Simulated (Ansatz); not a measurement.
Born–Oppenheimer molecular dynamics of CH6BN (9 atoms, charge 0, multiplicity 1). It goes on from the last frame of an earlier run, with new velocities.

All numbers below come from RKS BLYP-D4/6-31G* (Ansatz).

```yaml
ensemble: NVT, Langevin thermostat
time_step: 0.25 fs
steps_asked: 250
set_temperature: 700 K
friction: 0.005 /fs
seed: 397784
```

First frame:

```xyz
9
Properties=species:S:1:pos:R:3
B -0.049 -0.014 -0.072
H -0.183 0.111 1.123
N 1.191 -0.189 -0.703
H 2.055 -0.259 -0.155
H 1.309 -0.284 -1.703
C -1.382 0.043 -0.935
H -2.070 -0.800 -0.723
H -1.924 0.959 -0.708
H -1.153 0.059 -2.020
```

(1) How far do the bonds stretch over the last three quarters of this one trajectory? (Pairs bonded in most of those frames.)

## Answers

(1) 
| bond | mean (Å) | spread (Å) | shortest | longest |
| --- | --- | --- | --- | --- |
| B1–H2 | 1.224 | 0.060 | 1.12 | 1.31 |
| B1–N3 | 1.413 | 0.032 | 1.36 | 1.49 |
| B1–C6 | 1.608 | 0.055 | 1.50 | 1.69 |
| N3–H4 | 1.020 | 0.016 | 0.99 | 1.05 |
| N3–H5 | 1.024 | 0.025 | 0.98 | 1.07 |
| C6–H7 | 1.118 | 0.053 | 1.03 | 1.20 |
| C6–H8 | 1.111 | 0.044 | 1.03 | 1.19 |
| C6–H9 | 1.119 | 0.057 | 1.02 | 1.21 |

Mean temperature of the second half: 431 K. The mean temperature of the second half is 38 % below the set value. A run of 0.062 ps of so small a system gives no equilibrium averages.

Run time: 5.7 min on 1 thread of Arm Neoverse V1, on a shared host, peak memory 0.1 GiB.
